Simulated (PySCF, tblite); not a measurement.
# water and 2 × acetonitrile

A gas-phase complex of water and 2 × acetonitrile; neutral, singlet. The structure comes from a short search (6 tight-binding starts) and was relaxed by PBE0-D3(BJ)/def2-SVPD; another way of binding may lie lower. No frequency run checks that it is a minimum.

```tsv
part	name	SMILES	atoms	charge	multiplicity
1	water	O	1–3	0	1
2	acetonitrile	CC#N	4–9	0	1
3	acetonitrile	CC#N	10–15	0	1
```

Coordinates in Å:
```
O1      0.445    0.143    0.657
H2     -0.186   -0.528    0.339
H3      1.117   -0.335    1.145
C4     -1.064    2.769   -0.428
C5     -2.249    2.203   -1.043
N6     -3.192    1.743   -1.531
H7     -0.447    1.965    0.005
H8     -0.476    3.311   -1.180
H9     -1.356    3.470    0.367
C10    -3.914   -1.426   -1.691
C11    -2.648   -1.459   -0.987
N12    -1.638   -1.459   -0.427
H13    -4.704   -1.868   -1.069
H14    -4.156   -0.374   -1.906
H15    -3.838   -1.988   -2.631
```

Contacts between parts, classed by geometry: H2···N12 1.888 Å (hydrogen bond, 166°); H7···O1 2.131 Å (C–H hydrogen bond, 168°); H14···N6 2.356 Å (C–H hydrogen bond, 138°).

Interaction energies are complex less parts, with the parts frozen as they stand in it; counterpoise-corrected, in kcal/mol (PySCF).

(1) How strongly do the parts interact, level by level?

(2) What holds them together? Decompose the wB97M-D3(BJ)/def2-SVPD energy: frozen parts, their antisymmetrised product, then relaxation.

The orbital term holds the superposition error of 2.5 kcal/mol.

(3) Are the pair energies additive?

The parts were also relaxed and run alone, at the levels used for the complex: shieldings by PBE0/pcSseg-1; core levels by delta-SCF with SCAN, pcX-2 on the ionised atom and pcseg-1 elsewhere, spin-free X2C.

(4) What does binding change?

## Answers

(1) 
```csv
level,interaction,superposition error removed
wB97M-D3(BJ)/def2-SVPD,-14.11,-2.52
PBE0-D3(BJ)/def2-SVPD,-14.87,-2.42
```

(2) electrostatic -20.0, Pauli repulsion +17.3, orbital relaxation -11.2, dispersion correction -2.8 kcal/mol, which sum to the value before the counterpoise correction; the Pauli term holds the exchange-correlation of the frozen density too. Of the attraction, 59 % is electrostatic, 33 % is orbital relaxation, 8 % is dispersion correction.

(3) The pairs sum to -12.36 kcal/mol (1–2 -2.8, 1–3 -4.6, 2–3 -5.0); the rest of -1.75 is a many-body strengthening.

(4) 
| property | alone | in the complex | change |
| --- | --- | --- | --- |
| O1–H2 bond (Å) | 0.961 | 0.974 | +0.013 |
| shielding of H2 (ppm) | 30.93 | 27.41 | -3.51 |
| shielding of N12 (ppm) | -39.4 | -11.4 | +28.1 |
| shielding of H7 (ppm) | 29.50 | 27.11 | -2.40 |
| shielding of O1 (ppm) | 335.3 | 329.6 | -5.7 |
| O1 1s core level (eV) | 539.76 | 538.45 | -1.31 |
| C4 1s core level (eV) | 292.80 | 291.96 | -0.84 |
| N12 1s core level (eV) | 405.35 | 405.30 | -0.05 |

The core-hole state of N12 is spin-contaminated (⟨S²⟩ 0.81 against 0.75 for a pure doublet), so that value and differences from it are less sure.
